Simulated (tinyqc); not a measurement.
Worked calculation: Pariser-Parr-Pople SCF with singles CI, for the molecule C=CC(=C)F (SMILES; centres numbered as the heavy atoms are written). Computed by tinyqc, a small Python program that keeps every step. Settings: charge = 0, gamma = Ohno, start = huckel, damping = 0.5, iteration cap = 88, excitations kept = 4. Command: `OMP_NUM_THREADS=1 python tinyqc.py 20570 20571 out.jsonl` (the two numbers bound the seeds that draw the settings). One thread of a shared host (Intel(R) Xeon(R) Processor @ 2.60GHz), about 0.01 s of CPU time with the checks. Later iterations appear only in the table of the cycle.

## PPP integrals

Centres (angstrom, eV; a flat drawing with bonds scaled to 1.40 angstrom):
```
centre,x,y,core charge z,W,gamma_rr
1C,-1.940000,0.000000,1,11.610000,11.850000
2C,-0.727000,0.700000,1,11.610000,11.850000
3C,0.485000,0.000000,1,11.610000,11.850000
4C,1.697000,0.700000,1,11.610000,11.850000
5F,0.485000,-1.400000,2,38.260000,19.600000
```

Resonance integrals (eV):
```
i,j,beta
1,2,-2.390000
2,3,-2.390000
3,4,-2.390000
3,5,-2.050000
```

Ohno: gamma = 14.399645/sqrt(R^2 + a^2), a = 2 x 14.399645/(gamma_rr + gamma_ss); H_rr = -W_r - sum_(s != r) z_s gamma_rs; H_rs = beta for bonds.

repulsion gamma_rs (eV):
```
,1C,2C,3C,4C,5F
1C,11.850000,7.766046,5.308776,3.694114,4.887794
2C,7.766046,11.850000,7.768786,5.310526,5.555825
3C,5.308776,7.768786,11.850000,7.768786,8.607683
4C,3.694114,5.310526,7.768786,11.850000,5.555825
5F,4.887794,5.555825,8.607683,5.555825,19.600000
```

core matrix H (eV):
```
,1C,2C,3C,4C,5F
1C,-38.154523,-2.390000,0.000000,0.000000,0.000000
2C,-2.390000,-43.567008,-2.390000,0.000000,0.000000
3C,0.000000,-2.390000,-49.671713,-2.390000,-2.050000
4C,0.000000,0.000000,-2.390000,-39.495076,0.000000
5F,0.000000,0.000000,-2.050000,0.000000,-62.867127
```

## Starting guess

pi electrons, sum of z_r less the charge = 6

Orbitals of the Hueckel matrix of the beta values.

P at the start:
```
,1C,2C,3C,4C,5F
1C,1.000000,0.918167,0.000000,-0.300724,-0.257943
2C,0.918167,1.000000,0.396194,0.000000,0.000000
3C,0.000000,0.396194,1.000000,0.696918,0.597775
4C,-0.300724,0.000000,0.696918,1.423870,-0.494170
5F,-0.257943,0.000000,0.597775,-0.494170,1.576130
```

## Iteration 1: Fock matrix

F_rr = H_rr + P_rr gamma_rr / 2 + sum_(s != r) P_ss gamma_rs; F_rs = H_rs - P_rs gamma_rs / 2; E = tr P (H + F) / 2 + core repulsion sum_(r<s) z_r z_s gamma_rs.

F (eV):
```
,1C,2C,3C,4C,5F
1C,-6.190965,-5.955263,0.000000,0.555455,0.630387
2C,-5.955263,-5.788975,-3.928974,0.000000,0.000000
3C,0.000000,-3.928974,-6.040583,-5.097105,-4.622729
4C,0.555455,0.000000,-5.097105,-5.528518,1.372762
5F,0.630387,0.000000,-4.622729,1.372762,-20.458978
```

pi energy = -105.976454 eV

## Iteration 1: orbitals and new P

Diagonalise F (the basis is taken as orthonormal) and form P = 2 sum c c over the lowest orbitals; 0.5 of the old P is kept.

orbital energies (eV): -21.898617  -13.315699  -9.816298  -1.133139  2.155734

P after iteration 1:
```
,1C,2C,3C,4C,5F
1C,1.019284,0.924233,-0.002937,-0.329074,-0.165267
2C,0.924233,0.985631,0.379943,0.012681,-0.014164
3C,-0.002937,0.379943,1.001513,0.793596,0.435907
4C,-0.329074,0.012681,0.793596,1.246033,-0.383436
5F,-0.165267,-0.014164,0.435907,-0.383436,1.747539
```

## Iteration 2: Fock matrix

As before.

F (eV):
```
,1C,2C,3C,4C,5F
1C,-5.999404,-5.978819,0.007796,0.607818,0.403895
2C,-5.978819,-5.704687,-3.865846,-0.033671,0.039348
3C,0.007796,-3.865846,-5.947017,-5.472640,-3.926073
4C,0.607818,-0.033671,-5.472640,-5.623198,1.065152
5F,0.403895,0.039348,-3.926073,1.065152,-19.739753
```

pi energy = -107.726071 eV

## Iteration 2: orbitals and new P

As before.

orbital energies (eV): -20.858461  -13.314241  -10.113310  -0.976262  2.248215

P after iteration 2:
```
,1C,2C,3C,4C,5F
1C,1.023989,0.929139,-0.003424,-0.340486,-0.109513
2C,0.929139,0.982313,0.367226,0.016979,-0.022814
3C,-0.003424,0.367226,0.999802,0.849010,0.336616
4C,-0.340486,0.016979,0.849010,1.149774,-0.308840
5F,-0.109513,-0.022814,0.336616,-0.308840,1.844122
```

## Iteration 3: Fock matrix

As before.

F (eV):
```
,1C,2C,3C,4C,5F
1C,-5.889891,-5.997867,0.009089,0.628897,0.267637
2C,-5.997867,-5.675686,-3.816450,-0.045084,0.063375
3C,0.009089,-3.816450,-5.874413,-5.687888,-3.498740
4C,0.628897,-0.045084,-5.687888,-5.670469,0.857930
5F,0.267637,0.063375,-3.498740,0.857930,-19.338203
```

pi energy = -108.745367 eV

## Iteration 3: orbitals and new P

As before.

orbital energies (eV): -20.276022  -13.330431  -10.263056  -0.880273  2.301120

P after iteration 3:
```
,1C,2C,3C,4C,5F
1C,1.022565,0.932887,-0.002855,-0.343860,-0.075314
2C,0.932887,0.983659,0.357559,0.017622,-0.028189
3C,-0.002855,0.357559,0.996735,0.881103,0.274373
4C,-0.343860,0.017622,0.881103,1.098221,-0.258091
5F,-0.075314,-0.028189,0.274373,-0.258091,1.898819
```

## Convergence

Stop when output and input P, before any damping, agree to 1e-7.

Course of the cycle:
```
iteration,E (eV),largest |P(out) - P(in)|
1,-105.97645394,3.56e-01
2,-107.72607114,1.99e-01
3,-108.74536711,1.24e-01
4,-109.31693693,7.94e-02
5,-109.62995693,5.13e-02
6,-109.79861025,3.34e-02
7,-109.88839128,2.20e-02
8,-109.93574256,1.45e-02
9,-109.96053186,9.77e-03
10,-109.97343185,6.56e-03
11,-109.98011172,4.40e-03
...,...,...
32,-109.98717880,2.04e-06
33,-109.98717880,1.50e-06
34,-109.98717880,1.09e-06
35,-109.98717880,8.01e-07
36,-109.98717880,5.86e-07
37,-109.98717880,4.29e-07
38,-109.98717880,3.14e-07
39,-109.98717880,2.30e-07
40,-109.98717880,1.68e-07
41,-109.98717880,1.23e-07
42,-109.98717880,9.00e-08
```

Converged in 42 iterations.

## Converged orbitals

Charges are z - P_rr.

orbital energies (eV): -19.469913  -13.370201  -10.458575  -0.739906  2.358762

coefficients:
```
,MO1,MO2,MO3,MO4,MO5
1C,0.024048,0.448383,-0.546984,0.591855,0.385865
2C,0.068465,0.601735,-0.365666,-0.431818,-0.559508
3C,0.242467,0.503918,0.422334,-0.390518,0.596998
4C,0.075401,0.372765,0.612882,0.552918,-0.417155
5F,0.964499,-0.209716,-0.114489,0.070844,-0.087372
```

pi charges: 1C -0.001633, 2C -0.000969, 3C 0.017823, 4C -0.040526, 5F 0.025306

## Singles CI, singlets

Over the 4 single excitations with the smallest orbital gaps: A = (e_a - e_i) delta + 2 (ia|jb) - (ij|ab), with (pq|rs) = sum c_mp c_mq gamma_mn c_nr c_ns. f = 2/3 w |mu|^2 in atomic units, mu = sqrt2 sum c_ia sum_m c_mi c_ma R_m.

singlet CI matrix (eV):
```
,3>4,2>4,3>5,2>5
3>4,5.289587,0.002025,0.006699,0.512604
2>4,0.002025,7.129808,-0.079550,-0.047555
3>5,0.006699,-0.079550,7.268996,-0.050309
2>5,0.512604,-0.047555,-0.050309,9.313610
```

singlet excitation energies (eV): 5.225196  7.092052  7.304826  9.379927

oscillator strengths: 1.103486  0.011367  0.002140  0.177448

## Singles CI, triplets

Over the 4 single excitations with the smallest orbital gaps: A = (e_a - e_i) delta - (ij|ab), with (pq|rs) = sum c_mp c_mq gamma_mn c_nr c_ns.

triplet CI matrix (eV):
```
,3>4,2>4,3>5,2>5
3>4,2.322736,0.193070,0.258200,1.854784
2>4,0.193070,5.137856,1.854784,-0.294011
3>5,0.258200,1.854784,5.312644,-0.112445
2>5,1.854784,-0.294011,-0.112445,7.726045
```

triplet excitation energies (eV): 1.718938  3.364414  7.085023  8.330906
